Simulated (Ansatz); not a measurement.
**C2H7Si+: structure from calculated spectroscopic constants**

These gas-phase data were calculated for one isomer of C2H7Si+ at r2SCAN-D4/def2-SVP (harmonic, unscaled wavenumbers; equilibrium rotational constants with average atomic masses):

| Quantity | Value |
| --- | --- |
| rotational constants | 24.83, 5.59, 4.834 GHz |
| all wavenumbers above 1500 cm⁻¹ | 3173, 3172, 3092, 3091, 3012, 3009, 2305 |

Candidates:

(1) `CC[SiH2+]`, a singlet
(2) `C[SiH+]C`, a singlet

Q: Which candidate do the data belong to?

A: Candidate (2). 1 mode lies between 2000 and 2380 cm⁻¹, one for each Si–H bond, while (1) has 2.

The same quantities for all candidates:

```
     rotational constants (GHz)               wavenumbers above 1500 cm⁻¹  E above the lowest, r2SCAN-D4/def2-SVP (kcal/mol)
(1)         28.57, 4.991, 4.483  3170, 3167, 3062, 2989, 2959, 2330, 2281                                               23.3
(2)          24.83, 5.59, 4.834  3173, 3172, 3092, 3091, 3012, 3009, 2305                                                0.0
```

Harmonic stretches to hydrogen usually lie a few per cent above observed fundamentals. Each candidate is one conformer. Programs: Ansatz 0.2.0.
